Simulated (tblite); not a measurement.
Species: C₃H₄Cl₂ (charge +1 and doublet state).
Bonds: C1–C2, C2–Cl3, C2–C4, C4–Cl5. Hydrogens: H6, H7 on C1; H8, H9 on C4.

Computed with GFN2-xTB (tblite), gas phase: L-BFGS steps from a force-field or distance-geometry start until the largest atomic force falls under 0.01 eV/Å.

At the end of the run (lengths in Å): C1–C2 1.353, C4–Cl5 1.776, C4–H8 1.101, C2–Cl3 1.708, C2–C4 1.493, C1–H7 1.080, C4–H9 1.096, C2–C4–Cl5 113.9°, C1–C2–C4 124.0°, C1–C2–Cl3 120.2°, Cl3–C2–C4 115.8°, C1–C2–C4–Cl5 -32°, H8–C4–C2–C1 87°, H6–C1–C2–Cl3 -3°.

**Question.** These geometries were met on the way; a selection of coordinates is given. Order them by energy above the end point, lowest first.
A. C1–C2 1.365, C4–Cl5 1.838, C4–H8 1.089, C2–Cl3 1.684, C2–C4 1.494, C1–H7 1.072, C4–H9 1.089, C2–C4–Cl5 94.7°, C1–C2–C4 121.3°, C1–C2–Cl3 119.4°, Cl3–C2–C4 118.5°, C1–C2–C4–Cl5 -76°, H8–C4–C2–C1 39°, H6–C1–C2–Cl3 -10°
B. C1–C2 1.349, C4–Cl5 1.850, C4–H8 1.068, C2–Cl3 1.695, C2–C4 1.507, C1–H7 1.095, C4–H9 1.082, C2–C4–Cl5 99.9°, C1–C2–C4 113.8°, C1–C2–Cl3 121.2°, Cl3–C2–C4 117.5°, C1–C2–C4–Cl5 -69°, H8–C4–C2–C1 41°, H6–C1–C2–Cl3 -27°
C. C1–C2 1.504, C4–Cl5 1.787, C4–H8 1.139, C2–Cl3 1.741, C2–C4 1.485, C1–H7 1.094, C4–H9 1.098, C2–C4–Cl5 109.7°, C1–C2–C4 107.8°, C1–C2–Cl3 114.4°, Cl3–C2–C4 116.3°, C1–C2–C4–Cl5 -60°, H8–C4–C2–C1 55°, H6–C1–C2–Cl3 -18°
D. C1–C2 1.363, C4–Cl5 1.841, C4–H8 1.092, C2–Cl3 1.676, C2–C4 1.477, C1–H7 1.077, C4–H9 1.084, C2–C4–Cl5 97.7°, C1–C2–C4 122.6°, C1–C2–Cl3 120.1°, Cl3–C2–C4 117.2°, C1–C2–C4–Cl5 -80°, H8–C4–C2–C1 35°, H6–C1–C2–Cl3 -2°
E. C1–C2 1.387, C4–Cl5 1.818, C4–H8 1.097, C2–Cl3 1.692, C2–C4 1.475, C1–H7 1.089, C4–H9 1.089, C2–C4–Cl5 89.7°, C1–C2–C4 120.2°, C1–C2–Cl3 119.3°, Cl3–C2–C4 120.5°, C1–C2–C4–Cl5 -81°, H8–C4–C2–C1 27°, H6–C1–C2–Cl3 -38°

**Answer.** D (0.149 eV), A (0.250 eV), E (0.451 eV), B (0.798 eV), C (1.521 eV).

```
step  E above end (eV)  rms distance from the end, all atoms (Å)  largest force (eV/Å)  rms shift of all bonds from the end (Å)
  13             0.149                                     0.537                 0.958                                    0.027
  11             0.250                                     0.583                 0.667                                    0.025
   6             0.451                                     0.642                 0.878                                    0.021
   2             0.798                                     0.679                 2.089                                    0.031
   0             1.521                                     0.698                 5.257                                    0.057
```

Rows stand in the order of the answer.
